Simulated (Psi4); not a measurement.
# SiH2S2 (SMILES S[Si]S): HF-D4/aug-pcseg-2 (density fitting)

Aim: the energy change on altering one bond length of SiH2S2 at HF-D4/aug-pcseg-2 (density fitting), from 2 runs. 

Program for the calculation: Psi4 1.11.

3 further runs of the same task are left out: 1 that didn't finish, 2 set aside as unsound or not needed.

## Step 1: Starting point

SiH2S2 has 5 atoms, charge 0, and is taken as a singlet. As SMILES, `S[Si]S`. The coordinates come from a PBE0-D4/def2-TZVP relaxation. This is one conformer, not always the lowest.

Bond lengths: S1–Si2 2.140 Å, Si2–S3 2.145 Å, S1–H4 1.344 Å, S3–H5 1.346 Å. Angles: S1–Si2–S3 98.2°, Si2–S1–H4 94.8°, Si2–S3–H5 101.2°.

## Step 2: A single-point energy at HF-D4/aug-pcseg-2 (density fitting)

Input file h2s2si.in:

```
memory 1.6 GB

molecule mol {
  S
  Si 1 2.139604
  S 2 2.145206 1 98.16943
  H 1 1.344446 2 94.76132 3 -179.99585
  H 3 1.346381 2 101.23538 1 0.00657
}

set globals {
  basis aug-pcseg-2
  scf_type df
}

energy('hf-d4')
print_variables()
```

Command:

```sh
$ psi4 h2s2si.in h2s2si.out -n 1
```

h2s2si.out:

```text
[...]
  Running in c1 symmetry.
[...]
  Nuclear repulsion =  175.698378337244407
[...]
  Multiplicity = 1
[...]
  Nalpha       = 24
  Nbeta        = 24
[...]
    Number of basis functions: 196
[...]
   @DF-RHF iter   1: -1085.18772990249158   -4.72177e-01   1.42479e-03 ADIIS/DIIS
[...]
   @DF-RHF iter   8: -1085.24299596875153   -1.91543e-07   4.39724e-07 DIIS
[...]
    Orbital Energies [Eh]
    ---------------------
    Doubly Occupied:
       1A    -91.916632     2A    -91.911952     3A    -68.775766
       4A     -8.960160     5A     -8.955474     6A     -6.642695
       7A     -6.641854     8A     -6.641409     9A     -6.638160
      10A     -6.637127    11A     -6.636794    12A     -6.163361
      13A     -4.266476    14A     -4.266340    15A     -4.265498
      16A     -1.001609    17A     -0.959905    18A     -0.645908
      19A     -0.580407    20A     -0.515761    21A     -0.442110
      22A     -0.427917    23A     -0.381409    24A     -0.347407
[...]
  @DF-RHF Final Energy: -1085.24299596875153
   => Energetics <=
    Nuclear Repulsion Energy =            175.6983783372444066
    One-Electron Energy =               -1852.6010602035448755
    Two-Electron Energy =                 591.6784603105789984
    Total Energy =                      -1085.2429959687515293
[...]
 Multipole Moments:
 ------------------------------------------------------------------------------------
     Multipole            Electronic (a.u.)      Nuclear  (a.u.)        Total (a.u.)
 ------------------------------------------------------------------------------------
 L = 1.  Multiply by 2.5417464519 to convert [e a0] to [Debye]
 Dipole X            :         -0.0001656            0.0002277            0.0000621
 Dipole Y            :          0.1020274            0.2247018            0.3267292
 Dipole Z            :          1.4967645           -1.7788659           -0.2821013
 Magnitude           :                                                    0.4316632
[...]
```

Run time: 5.1 s. Hardware: 1 thread of AMD EPYC 7R13 (Zen 3), shared host; peak memory 0.35 GiB.

## Step 3: The distorted shape at the same level

Input file h2s2si.py:

```python
import psi4

psi4.set_memory(1600000000)
psi4.set_num_threads(1)
psi4.set_output_file('psi4.out', False)

molecule = psi4.geometry("""
0 1
S
Si 1 2.139604
S 2 2.145206 1 98.16943
H 1 1.344446 2 94.76132 3 -179.99585
H 1 3.323012 4 162.54218 2 -179.96472
units angstrom
""")

psi4.set_options({
    'basis': 'aug-pcseg-2',
    'reference': 'rhf',
    'scf_type': 'df',
})

e_tot, wfn = psi4.energy("hf-d4", return_wfn=True)
print(f'total energy {e_tot:.8f} hartree = {e_tot * 27.211386:.5f} eV')
```

Command:

```sh
$ python h2s2si.py
```

psi4.out:

```text
[...]
  Running in c1 symmetry.
[...]
  Nuclear repulsion =  170.476516741615825
[...]
  Multiplicity = 1
[...]
  Nalpha       = 24
  Nbeta        = 24
[...]
    Number of basis functions: 196
[...]
   @DF-RHF iter   1: -1084.82658849891868   -5.40247e-01   1.89695e-03 ADIIS/DIIS
[...]
   @DF-RHF iter  11: -1085.01014297842380   -6.97183e-07   7.47943e-07 DIIS
[...]
    Orbital Energies [Eh]
    ---------------------
    Doubly Occupied:
       1A    -91.946365     2A    -91.936765     3A    -68.801974
       4A     -8.982937     5A     -8.978904     6A     -6.664822
       7A     -6.663425     8A     -6.663013     9A     -6.661014
      10A     -6.660271    11A     -6.659544    12A     -6.188096
      13A     -4.291860    14A     -4.291019    15A     -4.290876
      16A     -1.002262    17A     -0.927195    18A     -0.635027
      19A     -0.553600    20A     -0.462185    21A     -0.435201
      22A     -0.386912    23A     -0.380400    24A     -0.306139
[...]
  @DF-RHF Final Energy: -1085.01014297842380
   => Energetics <=
    Nuclear Repulsion Energy =            170.4765167416158249
    One-Electron Energy =               -1841.3983532095974169
    Two-Electron Energy =                 585.9292223671623105
    Total Energy =                      -1085.0101429784238007
[...]
 Multipole Moments:
 ------------------------------------------------------------------------------------
     Multipole            Electronic (a.u.)      Nuclear  (a.u.)        Total (a.u.)
 ------------------------------------------------------------------------------------
 L = 1.  Multiply by 2.5417464519 to convert [e a0] to [Debye]
 Dipole X            :         -0.0004160            0.0004364            0.0000204
 Dipole Y            :          1.5357150           -0.3903045            1.1454105
 Dipole Z            :          3.5079456           -3.5248027           -0.0168571
 Magnitude           :                                                    1.1455345
[...]
```

On the terminal:

```text
total energy -1085.01014298 hartree = -29524.62981 eV
```

Run time: 5.4 s. Hardware: 1 thread of AMD EPYC 7R13 (Zen 3), shared host; peak memory 0.35 GiB.

## Step 4: Results

At HF-D4/aug-pcseg-2 (density fitting):

| quantity | value |
| --- | --- |
| first shape: total energy | -1085.24300 Eh |
| first shape: dipole moment | 1.10 D |
| first shape: HOMO energy | -9.45 eV |
| first shape: LUMO energy | 0.62 eV |
| first shape: HOMO–LUMO gap | 10.07 eV |
| first shape: dispersion energy | -49.29 kJ/mol |
| distorted shape: total energy | -1085.01014 Eh |
| distorted shape: dipole moment | 2.91 D |
| distorted shape: HOMO energy | -8.33 eV |
| distorted shape: LUMO energy | -3.15 eV |
| distorted shape: HOMO–LUMO gap | 5.18 eV |
| distorted shape: dispersion energy | -46.02 kJ/mol |
| energy change with the S3–H5 bond stretched from 1.346 to 3.366 Å | 6.336 eV |

In words: One bond (distorted shape) is far stretched, which a spin-restricted single reference describes badly; a broken-symmetry solution may lie lower. With the S3–H5 bond stretched from 1.346 to 3.366 Å the energy rises by 6.34 eV (146 kcal/mol). The first shape isn't relaxed at this level, so the change isn't measured from a minimum. A restricted reference can't describe the breaking bond well at this length.
